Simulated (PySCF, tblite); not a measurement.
# C₂H₃F₂ radical: geometry, infrared bands and EPR parameters

What infrared bands and EPR parameters should C₂H₃F₂ radical (`C[C](F)F`) show?

Programs: tblite 0.8.0 and PySCF 2.14.0, with density-fitted response routines of our own. Each step states its level of theory. These are calculated values for one molecule in the gas phase, unless marked as measured. Atoms count from 0, in the outputs and in this text.

### Step 1. The starting structure

7 atoms, charge 0, multiplicity 2; geometry from: force field or distance geometry start.

Bonds of the start (Å): C0–C1 1.47, C1–F2 1.37, C1–F3 1.35, C0–H4 1.10, C0–H5 1.09, C0–H6 1.10.

### Step 2. Relaxing the molecule with GFN2-xTB

What the job is given:

```
{"job": {"kind": "relax", "xc": "GFN2-xTB", "basis": "xTB"}, "charge": 0, "multiplicity": 2}
C     -0.641000    -0.150600    -0.007500
C      0.790700     0.184000    -0.013000
F      1.718000    -0.796200     0.204700
F      1.200200     1.461400    -0.191300
H     -1.057500    -0.068600     1.012200
H     -0.813300    -1.168400    -0.369600
H     -1.193700     0.543300    -0.662600
```

Command:

```bash
OMP_NUM_THREADS=1 python probes_run.py task.json out
```

One launch serves the whole session: the jobs run in the order shown.

**Question.** This job is followed by: GFN2-xTB harmonic vibrations, gas phase; UKS B3LYP, pcH-1 on C F H, non-relativistic, mean-field spin-orbit, GIAO. What will the session give for the following? strongest single infrared mode (GFN2-xTB); zero-point energy (GFN2-xTB); g(iso) (B3LYP); ⟨S²⟩; largest a(iso) (averaged by class); surface potential, 1st and 99th percentile.

**Answer**, as computed:

```
                                 quantity                  value
strongest single infrared mode (GFN2-xTB)  1192 cm⁻¹, 276 km/mol
             zero-point energy (GFN2-xTB)          28.4 kcal/mol
                           g(iso) (B3LYP)                2.00380
                                     ⟨S²⟩     0.752 (exact 0.75)
       largest a(iso) (averaged by class)   13C on C1, 370.0 MHz
    surface potential, 1st and 99th percentile     -0.77 V and 1.12 V
```

What this shows: The optimisation took 20 steps and gained 0.202 eV; among the close pairs (by a distance rule), C1–F2 changed most, from 1.367 to 1.342 Å. All 15 modes are real, so the xTB geometry is a minimum. The strongest single mode, at 1192 cm⁻¹, moves mainly C1. GFN2-xTB is a fitted tight-binding method: band positions and strengths are rough. Its intensities can rank the bands wrongly. Most of the unpaired spin sits on C1 (0.85 e). The isotropic g lies 1.5 ppt above the free-electron value.
